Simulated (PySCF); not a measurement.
Species: C4H9 (charge -1, singlet). It need not be the lowest isomer of its formula. Whether it binds its extra electron was not tested at this geometry. SMILES: [CH2-]CCC
Coordinates optimised at B3LYP-D3(BJ)/def2-TZVP (Ansatz):
```xyz
13

C      0.8148     1.9292    -0.0078
C      0.7163     0.4168    -0.0064
C     -0.6840    -0.2620     0.0061
C     -0.6402    -1.7959     0.0062
H     -1.6353    -2.2561     0.0151
H      0.2975     2.3314     0.8850
H      0.2818     2.3309    -0.8915
H     -0.0959    -2.1657     0.8820
H     -0.1114    -2.1663    -0.8789
H      1.2419     0.0012    -0.8868
H      1.2573     0.0017     0.8648
H     -1.2464     0.0968    -0.8643
H     -1.2309     0.0973     0.8861
```
Charge -1, spin multiplicity 1.

Dispersion corrections to the total energy (kcal/mol) from the dftd3 and dftd4 libraries through PySCF: D3(BJ) without and D4 with the three-body term, each with the damping fitted for the functional named.

```tsv
functional	D3(BJ)	D4
BP86	(withheld)	-7.20
BLYP	-10.64	-12.74
B2PLYP	(withheld)	-3.94
LC-wPBE	-4.56	-6.18
TPSSh	-5.80	-6.96
HSE06	-3.08	-4.31
PW6B95	(withheld)	-4.79
```

### Question
Fill in the missing entries.

### Answer

- BP86, D3(BJ): -7.55
- B2PLYP, D3(BJ): -3.80
- PW6B95, D3(BJ): -2.26
